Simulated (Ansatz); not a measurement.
`C/C=C/S`, relaxed with RKS PBE0-D4/def2-TZVP in Ansatz from a PBE-D4/def2-SVP geometry. The force threshold is 0.005 eV/Å; the program also tests the step.

Charge 0, multiplicity 1.

Start:

```xyz
10

C    -0.710    0.797   -1.055
C    -0.178    0.198    0.213
C     0.722   -0.807    0.259
S     1.425   -1.597    1.671
H    -0.490    1.885   -1.117
H    -0.276    0.312   -1.951
H    -1.816    0.700   -1.119
H    -0.558    0.621    1.162
H     1.116   -1.245   -0.676
H     0.767   -0.862    2.613
```

(1) By how much does the energy fall, and how many steps does the optimiser take? (An estimate is asked.)

(2) Which bonds change most? (Best estimate.)

(3) Give the relaxed structure. (An estimate is asked.)

## Answers

(1) Ansatz gave: 0.05 eV, in 4 steps.

(2) The calculation gave: C2–C3 from 1.350 to 1.328 Å; S4–H10 from 1.364 to 1.343 Å; C2–H8 from 1.106 to 1.088 Å; C3–H9 from 1.105 to 1.087 Å.

(3) Computed: 
```xyz
10

C    -0.703    0.789   -1.046
C    -0.174    0.194    0.213
C     0.711   -0.796    0.252
S     1.405   -1.575    1.654
H    -0.482    1.859   -1.102
H    -0.272    0.308   -1.927
H    -1.792    0.689   -1.105
H    -0.547    0.609    1.147
H     1.097   -1.225   -0.670
H     0.757   -0.852    2.583
```
